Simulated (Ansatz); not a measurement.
`OC(F)Cl` + H₂O → `OC(O)Cl` + H–F at 500 K and 1 bar (formal hydrolysis of a C–F bond).

Computed with Ansatz on PBE0-D4/def2-TZVP structures; ΔE is electronic, products minus reactants. CCSD(T)/CBS is the MP2 limit (def2-TZVPP, def2-QZVPP) plus CCSD(T) − MP2 in def2-TZVPP, frozen cores. This one scheme is used for every species. One conformer a species, not always the lowest.

```tsv
species	CCSD(T)/CBS energy (Eh)	H − E (kJ/mol)	S (J/(mol·K))
`OC(F)Cl`	-673.99326	122.5	324.0
H₂O	-76.37941	73.2	206.3
`OC(O)Cl`	-649.97660	157.4	334.6
H–F	-100.39570	39.4	188.7
```

H − E and S are ideal-gas, rigid-rotor, harmonic terms from PBE0-D4/def2-TZVP, for one conformer and one mirror image of each species. 1 Eh = 2625.50 kJ/mol, R = 8.31446 J/(mol·K).

Problem. By hand: ΔE, ΔH, ΔS and ΔG.

Solution. ΔE = (-649.97660) + (-100.39570) − (-673.99326) − (-76.37941) = 0.00037 Eh = 1.0 kJ/mol. Δ(H − E) = 157.4 + 39.4 − 122.5 − 73.2 = 1.1, so ΔH = 2.1 kJ/mol. ΔS = 334.6 + 188.7 − 324.0 − 206.3 = -7.0 J/(mol·K). ΔG = 2.1 − 500 × (-7.0)/1000 = 5.6 kJ/mol.

Problem. By hand: the equilibrium constant, and the temperature at which ΔG would vanish if ΔH and ΔS stayed fixed.

Solution. log₁₀ K = −ΔG/(RT ln 10) = -0.6. ΔH and −TΔS have one sign here, so there is no such temperature.

TΔS isn't small against ΔH here. The sign of ΔG lies within the doubt. A doubt of 5 kJ/mol in ΔE shifts log₁₀ K by 0.5 here. Other conformers and mirror images would add mixing entropy, several J/(mol·K) or more a flexible species. These are equilibria of isolated gas molecules and say nothing of rates. Largest T1 diagnostic: 0.011 (customary marks: 0.02 for closed shells, 0.045 for open ones).

ΔS is within the doubt of such terms, so its sign, and with it that verdict, could turn.
